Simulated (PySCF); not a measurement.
This PySCF input (PBE/def2-TZVPPD) gives -40.46431 Eh with 105 basis functions.

```python
import numpy as np, basis_set_exchange as bse
from pyscf import gto, scf, dft, df

basis = {'C': gto.basis.parse(bse.get_basis('def2-TZVPPD', elements=['C'], fmt='nwchem')), 'H': gto.basis.parse(bse.get_basis('def2-TZVPPD', elements=['H'], fmt='nwchem'))}
mol = gto.M(
    atom='''
    C    -0.00000000    0.00000000   -0.00000000
    H     0.62054657    0.62688914    0.63896175
    H    -0.64285838   -0.62489528    0.61852983
    H     0.63693263   -0.63278043   -0.61664082
    H    -0.61462083    0.63078657   -0.64085076
    ''',
    basis=basis,
    charge=0,
    verbose=4,
    max_memory=8640,
)
mf = dft.RKS(mol, xc='pbe')
mf.grids.level = 3
mf = mf.density_fit(auxbasis=df.autoaux(mol))
mf.conv_tol = 1e-9
mf.max_cycle = 100
print('smallest overlap eigenvalue', np.linalg.eigvalsh(mol.intor('int1e_ovlp'))[0])
mf.kernel()
dip = mf.dip_moment()
```

Change:
```diff
- basis = {'C': gto.basis.parse(bse.get_basis('def2-TZVPPD', elements=['C'], fmt='nwchem')), 'H': gto.basis.parse(bse.get_basis('def2-TZVPPD', elements=['H'], fmt='nwchem'))}
+ basis = {'C': gto.basis.parse(bse.get_basis('6-311G**', elements=['C'], fmt='nwchem')), 'H': gto.basis.parse(bse.get_basis('6-311G**', elements=['H'], fmt='nwchem'))}
```

What does the run give now?

-40.45934 Eh (PBE/6-311G**, 42 functions), a change of +4.97 mEh.
